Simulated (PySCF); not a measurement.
# A small calculation by hand: chemical shift, span and skew from a shielding tensor

NO, SMILES [N]=O (connectivity only; charge and spin as stated), charge +1, multiplicity 1. Atoms are numbered in the order given.

```xyz
2

N      0.0000     0.0000    -0.5620
O      0.0000     0.0000     0.4918
```
Charge +1, spin multiplicity 1.

Geometry: PBE0-D3(BJ)/def2-TZVPD.

GIAO shieldings from KT2/pcSseg-2 (PySCF), non-relativistic, no solvent. The symmetric part of the tensor of N1 has the principal values -350.0, -350.0, 333.2 ppm. The same nucleus in NH3 has σ = 261.9 ppm at this level (PySCF, at its B3LYP-D3(BJ)/def2-TZVP geometry).

Q: Work out the isotropic shielding, the ¹⁵N shift against NH3, the span and the skew.

A: 
σ(iso) = (σ11 + σ22 + σ33)/3 = -122.3 ppm. δ = σ(ref) − σ(iso) = 261.9 − (-122.3) = 384.2 ppm.
Span Ω = σ33 − σ11 = 683.2 ppm. Skew κ = 3(σ(iso) − σ22)/Ω = 1.00, an axial tensor. Tumbling in solution averages the tensor to δ; in a static solid the shielding alone would spread this spin-1/2 line over Ω.
